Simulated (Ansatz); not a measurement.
All-electron card of Mo

```
CELL_PARAMETERS angstrom
-1.58002 1.58002 1.58002
1.58002 -1.58002 1.58002
1.58002 1.58002 -1.58002
ATOMIC_POSITIONS crystal
Mo 0.00000 0.00000 0.00000
```

The structure comes from a relaxation in the same program, started in the bcc type, and has space group Im-3m. Whether it is a known phase or the ground state wasn't checked.

All numbers below come from DFT, PBE, all-electron LAPW, scalar-relativistic (Ansatz 0.2.0).

Numerical set-up: a Γ-centred 16×16×16 k mesh, Fermi–Dirac smearing of 0.03 eV, basis error target 0.5 meV/atom, no spin polarisation.

```
Volume per atom       : 106.5 bohr³
Pressure at this cell : -0.01 GPa
```

Predict this quantity. Density of states at the Fermi level (0.2 eV bin).

0.57 states/eV per cell.

Band gap: what does the calculation give?

none: bands cross the Fermi level, a metal.
